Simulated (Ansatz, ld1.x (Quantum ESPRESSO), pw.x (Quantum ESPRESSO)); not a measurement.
**K (sc): variants of one RRKJ potential in the solid**

```json
{
  "Element": "potassium",
  "Generator": "ld1.x (Quantum ESPRESSO) 7.5",
  "Type": "norm-conserving RRKJ (Kleinman–Bylander form)",
  "Functional": "PBEsol",
  "Relativity": "scalar-relativistic",
  "Frozen core": "[Ar]",
  "Valence charge": "1",
  "Reference configuration": "3d0.5 4s0.5 4p0",
  "Partial waves": "4p (bound, empty): rc 4.20 bohr; 3d (bound): rc 4.20 bohr; 4s (bound): rc 4.20 bohr",
  "Local potential": "the s channel",
  "Core correction": "Bessel-smoothed model core inside 2.90 bohr"
}
```

Crystal test: sc K in pw.x 7.5, no spin, 8³ k-points, Fermi–Dirac smearing 0.01 Ry, cutoffs set for each file from its atomic test. The reference is all-electron LAPW (Ansatz 0.2.0) with the same functional, mesh and smearing; V0 and B0 come from Birch–Murnaghan fits to the pressures at five volumes. Errors are pseudo minus all-electron; Δ is the rms difference of the E(V) curves that follow from these fits, minima aligned, over ±6 % about the mean V0. Mesh and smearing are coarse, so the numbers serve the comparison and aren't converged zero-temperature values; the lattice is a test structure that the element need not adopt.

All-electron: a0 = 4.241 Å (V0 = 76.30 Å³/atom), B0 = 2.8 GPa.

Base: The largest radius (4.20 bohr) exceeds half the bond length (4.00 bohr), so the spheres overlap, which is one possible source of error among others.

2 further variants are left out: they gave no file fit for a test, a broken result, the same result as the base, or pressures whose basis-set error rivals the error shown.

```csv
change,cutoffs (Ry),pw.x,a0 (Å),a0 error (%),B0 error (%),Δ (meV/atom),mean pressure error (GPa)
base,50/200,converged,4.243,+0.03,-0.4,0.0,+0.00
core correction Bessel-smoothed model core inside 3.92 bohr,50/200,converged,4.220,-0.51,+3.7,0.7,-0.04
wave 3d (bound): rc 4.20 bohr becomes 3d (bound): rc 2.70 bohr,50/200,converged,4.236,-0.12,+0.2,0.2,-0.01
```

**Question.** Give the row for: type TM; local potential all-electron potential smoothed inside 3.20 bohr (lloc = -2).

**Answer.** pw.x: converged; mean pressure error (GPa): -0.02; a0 (Å): 4.232; a0 error (%): -0.21; B0 error (%): +0.8; Δ (meV/atom): 0.3.
